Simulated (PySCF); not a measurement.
## Spin states of O2

Unrestricted PBE0; basis O def2-TZVPP; no relativity; PySCF 2.14. Outer shells of the fragments: O 2s2 2p4; O 2s2 2p4.

Followed along the bond (rough minima from three points):

| 2Ms+1 | unpaired | ⟨S²⟩ at the start | R at minimum (Å) | Te (eV) |
| --- | --- | --- | --- | --- |
| 3 | π ↑↑ | 2.01 | 1.20 | 0.00 |
| 1 | π ↑↓ | 1.01 | 1.20 | 0.45 |

Solutions found at the starting distance of 1.200 Å, counted from the lowest of them; the search is not exhaustive and high or unbound solutions are not listed, so other states can lie among these:

```csv
2Ms+1,unpaired,term,E (eV),⟨S²⟩,⟨Lz²⟩
3,π ↑↑,³Σ⁻,0.00,2.01,0.00
1,π ↑↓,mixed,0.45,1.01,2.01
1,none,mixed,1.78,0.00,2.00
3,π ↑↑,mixed,6.35,2.01,2.01
3,"σ ↑, π ↑",³Π,7.79,2.01,1.00
1,"σ ↓, π ↑",mixed,8.35,1.01,1.00
```

A term symbol is given only where ⟨S²⟩ and ⟨Lz²⟩ are close to those of a pure state; real π, δ and φ orbitals otherwise mix terms, and g/u labels are left off.

The measured ground state is X ³Σg- (Huber and Herzberg, Constants of Diatomic Molecules (1979)).

Counting both spins, an empty level lies below a filled one in some of these solutions, because spin and occupation are held.
